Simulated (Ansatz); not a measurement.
Gas-phase electronic energies from Ansatz, PBE0-D4/def2-TZVP geometries. CCSD(T)/CBS is the MP2 limit (def2-TZVPP, def2-QZVPP) plus CCSD(T) − MP2 in def2-TZVPP, frozen cores. This one scheme is used for every species. Functionals use def2-TZVPP. B3LYP here is the variant with VWN-RPA as its local correlation; programs differ in this. One conformer a species, not always the lowest.

`CSC(N)F` + H₂ → `NCF` + CH₃SH  (hydrogenolysis of a C–S bond)

| level | ΔE (kJ/mol) |
| --- | --- |
| B3LYP | -67.7 |
| CCSD/def2-TZVPP | -65.3 |

(1) What does CCSD(T)/CBS give? (An estimate is asked.)

Largest T1 diagnostic among the species: 0.011.

Answers

(1) Computed: -53.8 kJ/mol. The listed levels differ from it by -13.9, -11.5 kJ/mol.

In def2-TZVPP, CCSD(T) changes the Hartree–Fock value by +29.6 kJ/mol (the triples alone add +7.5 kJ/mol) and MP2 by +36.4 kJ/mol. From PBE to PBE0 (25 % exact exchange), in def2-TZVPP and without D4, ΔE moves by −6.5 kJ/mol.
